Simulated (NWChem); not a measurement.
## Ionisation of CN (-1)

```xyz
2

C      0.0000     0.0000     0.6413
N      0.0000     0.0000    -0.5497
```
Charge -1, spin multiplicity 1.

Everything below was run with NWChem. All single points use one geometry, from PBE/def2-SVP, a minimum by its harmonic frequencies.

Basis set: def2-TZVPD. The species with one electron less has spin multiplicity 2 and keeps the geometry of the parent. Δ marks differences of total energies (open shells unrestricted). −ε marks an orbital energy of the parent. That orbital need not have the symmetry of the hole or added electron in the Δ rows.

B3LYP has NWChem's definition, with VWN1-RPA local correlation. The structure started from a generated list of species. The anion's geometry comes from a basis without diffuse functions. No SCF solution was tested for a lower state.

Q: One of these methods gave a first vertical ionisation energy of 0.06 eV. Which?
A) −ε(HOMO) of LDA (SVWN5)
B) G0W0@PBE
C) G0W0@PBE0
D) ΔB3LYP

A: A, −ε(HOMO) of LDA (SVWN5). The others give 3.43 (G0W0@PBE0), 2.76 (G0W0@PBE), 4.03 (ΔB3LYP).
